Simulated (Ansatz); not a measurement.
**CCSD(T) forces**

AlClO (SMILES [O]=[Al][Cl]), closed shell, displaced at random from a GFN2-xTB minimum.

O1  (0.111, 1.665, 0.323)
Al2  (0.040, 0.185, -0.003)
Cl3  (-0.001, -1.976, -0.278)
(Å)

Computed with Ansatz 0.2.0 (basis: def2-TZVPP); correlated methods freeze the cores.

CCSD(T) forces from the calculation:
| atom | Fx | Fy | Fz (eV/Å) |
| --- | --- | --- | --- |
| O1 | 0.195 | 4.644 | 0.933 |
| Al2 | -0.205 | -6.236 | -1.075 |
| Cl3 | 0.010 | 1.592 | 0.141 |

(1) Which atom feels the largest CCSD(T) force, and how large is it?

The T1 diagnostic stays at or below 0.023. These are differences at one structure, and CCSD(T) in triple zeta is itself an approximation.

Answers

(1) Al2, 6.33 eV/Å, along (-0.03, -0.98, -0.17).

Root-mean-square difference of the force components from those of CCSD(T): PBE0-D4 0.317; wB97M-V 0.316; r2SCAN-D4 0.179; PBE-D4 0.112; BHLYP-D4 0.644; B97M-V 0.362 eV/Å.

For scale, one of the runs: CCSD(T)/def2-TZVPP forces, 115 basis functions (an equivalent command: `ansatz run in.yaml --threads 4`). Time: 8.5 s of wall clock on 4 CPU threads; the host was shared. Peak host memory: 0.69 GiB.
